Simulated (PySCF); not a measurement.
# [BH2F2]− (SMILES F[BH2-]F): CCSD(T)/STO-3G

What is the vertical singlet–triplet gap of [BH2F2]− at CCSD(T)/STO-3G? The job is set up through a Python script.

The calculation is run with PySCF 2.14.0.

9 further runs of the same task are left out: 3 that didn't finish, 6 set aside as unsound or not needed.

## (1) Starting point

The species is [BH2F2]− (5 atoms), meant as a singlet with charge -1. As SMILES, `F[BH2-]F`. The shape is that of a GFN2-xTB optimisation.

Bond lengths: F1–B2 1.425 Å, B2–F3 1.425 Å, B2–H4 1.225 Å, B2–H5 1.225 Å. Angles: F1–B2–F3 107.4°, F1–B2–H4 109.0°, F1–B2–H5 109.1°, F3–B2–H4 109.0°, F3–B2–H5 109.1°, H4–B2–H5 113.0°.

## (2) A single-point energy at CCSD(T)/STO-3G

Input file calc.py:

```python
# F[BH2-]F
from pyscf import gto, cc

mol = gto.M(
    atom='''
F     -1.176970     0.624500     0.383180
B      0.033530     0.014270    -0.056090
F      0.407580    -0.947330     0.926670
H     -0.171950    -0.560090    -1.118950
H      0.907810     0.868650    -0.134810
''',
    verbose=3,
    max_memory=1860,
    charge=-1,
    basis='sto-3g',
    spin=0,
)

calc0 = mol.RHF()
calc0.conv_tol = 1e-10
calc0.kernel()
if not calc0.converged:
    calc0 = calc0.newton().run(calc0.mo_coeff, calc0.mo_occ)

mycc = cc.CCSD(calc0, frozen=3)
mycc.kernel()
e_t = mycc.ccsd_t()
etot = mycc.e_tot + e_t
print('Final energy', etot)
```

The run is started by

```bash
$ OMP_NUM_THREADS=1 python calc.py
```

The log of the run:

```text
converged SCF energy = -221.558609261091
E(CCSD) = -221.640097786824  E_corr = -0.08148852573299388
CCSD(T) correction = -0.00210770928839553
Final energy -221.64220549611235
```

Run time: 0.72 s. Hardware: 1 thread of Arm Neoverse V2, shared host; peak memory 0.12 GiB.

## (3) The triplet, same level

Input file geometry.xyz:

```xyz
5
BF2H2
F     -1.176970     0.624500     0.383180
B      0.033530     0.014270    -0.056090
F      0.407580    -0.947330     0.926670
H     -0.171950    -0.560090    -1.118950
H      0.907810     0.868650    -0.134810
```

Input file run.py:

```python
from pyscf import gto, cc

system = gto.Mole()
system.atom = 'geometry.xyz'
system.verbose = 4
system.basis = 'sto-3g'
system.spin = 2
system.max_memory = 1860
system.charge = -1
system.build()

myscf = system.UHF()
myscf.conv_tol = 1e-10
myscf.kernel()
if not myscf.converged:
    myscf = myscf.newton().run(myscf.mo_coeff, myscf.mo_occ)

mycc = cc.CCSD(myscf, frozen=3)
mycc.kernel()
e_t = mycc.ccsd_t()
energy = mycc.e_tot + e_t
print(f'total energy: {energy:.8f} hartree')
```

The run is started by

```bash
$ OMP_NUM_THREADS=1 python run.py
```

The log of the run:

```text
PySCF version 2.14.0

[INPUT] num. atoms = 5
[INPUT] num. electrons = 26
[INPUT] charge = -1
[INPUT] spin (= nelec alpha-beta = 2S) = 2
[INPUT] symmetry False subgroup None
[INPUT] Mole.unit = angstrom
[INPUT] Symbol           X                Y                Z      unit          X                Y                Z       unit  Magmom
[INPUT]  1 F     -1.176970000000   0.624500000000   0.383180000000 AA   -2.224150956829   1.180133964791   0.724105256411 Bohr   0.0
[INPUT]  2 B      0.033530000000   0.014270000000  -0.056090000000 AA    0.063362516957   0.026966391798  -0.105994738327 Bohr   0.0
[INPUT]  3 F      0.407580000000  -0.947330000000   0.926670000000 AA    0.770214573850  -1.790194249584   1.751152507851 Bohr   0.0
[INPUT]  4 H     -0.171950000000  -0.560090000000  -1.118950000000 AA   -0.324938407119  -1.058416705108  -2.114509047082 Bohr   0.0
[INPUT]  5 H      0.907810000000   0.868650000000  -0.134810000000 AA    1.715512273141   1.641510598103  -0.254753978853 Bohr   0.0

nuclear repulsion = 65.4733471209166
number of shells = 11
number of NR pGTOs = 51
number of NR cGTOs = 17
basis = sto-3g
ecp = {}

******** <class 'pyscf.scf.uhf.UHF'> ********
method = UHF
initial guess = minao
damping factor = 0
level_shift factor = 0
DIIS = <class 'pyscf.scf.diis.CDIIS'>
diis_start_cycle = 1
diis_space = 8
diis_damp = 0
SCF conv_tol = 1e-10
SCF conv_tol_grad = None
SCF max_cycles = 50
direct_scf = True
direct_scf_tol = 1e-13
number electrons alpha = 14  beta = 12
Set gradient conv threshold to 1e-05
init E= -221.453842029098
[... the frontier-level lines of each cycle are left out ...]


[... 10 lines left out ...]
[... 11 lines left out ...]
[... 11 lines left out ...]
[... 11 lines left out ...]
[... 11 lines left out ...]
[... 11 lines left out ...]
[... 11 lines left out ...]
[... 11 lines left out ...]
[... 11 lines left out ...]
[... 11 lines left out ...]
[... 11 lines left out ...]
[... 8 lines left out ...]
converged SCF energy = -220.969169467681  <S^2> = 2.0088873  2S+1 = 3.0059191
[... 62 lines left out ...]
UCCSD converged
[... 2 lines left out ...]
total energy: -221.11738203 hartree
```

Wall time 1.1 s (1 thread of Arm Neoverse V2, shared host); peak memory 0.12 GiB.

## (4) Summary of results

Level: CCSD(T)/STO-3G, 3 core orbitals frozen.

| quantity | value |
| --- | --- |
| singlet: total energy | -221.64221 Eh |
| singlet: HOMO energy (Hartree–Fock orbitals) | -0.62 eV |
| singlet: LUMO energy (Hartree–Fock orbitals) | 26.74 eV |
| singlet: HOMO–LUMO gap (to an unbound level, set by the basis) | 27.36 eV |
| singlet: correlation energy (3 core orbitals frozen) | -83.6 mEh |
| singlet: (T) correction | -2.11 mEh |
| singlet: T1 diagnostic | 0.007 |
| triplet: total energy | -221.11738 Eh |
| triplet: HOMO energy (Hartree–Fock orbitals) (highest over α and β) | 14.96 eV |
| triplet: correlation energy (3 core orbitals frozen) | -148.2 mEh |
| triplet: (T) correction | -14.16 mEh |
| triplet: ⟨S²⟩ of the reference determinant | 2.009 |
| triplet: T1 diagnostic | 0.030 |
| vertical energy of the triplet above the singlet | 14.281 eV |

At this shape the triplet lies 14.28 eV (329 kcal/mol) above the singlet. For an anion a state so high probably lies above electron detachment. In a minimal basis such a difference can be off by several eV, whatever the method. The triples (singlet) make up 2.5 % of the correlation energy. The triples (triplet) make up 9.6 % of the correlation energy. The HOMO (triplet) lies at positive energy, 14.96 eV: the electron is unbound at this level or held by a compact basis; values depend on the basis.
